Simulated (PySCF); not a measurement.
Z-matrix (Å, degrees):
```
C
H 1 1.0802
H 1 1.0802 2 120.00
H 1 1.0802 2 120.00 3 179.95
```
Charge 0, spin multiplicity 2.

Task: What highest occupied spin orbital, total energy and dipole moment does ωB97X-D3(BJ)/def2-TZVP // PBE0-D3(BJ)/def2-TZVP run with PySCF 2.14.0 give?

Result: 
highest occupied spin orbital: -9.18 eV
total energy: -39.8750 Ha
dipole moment: 0.00 D
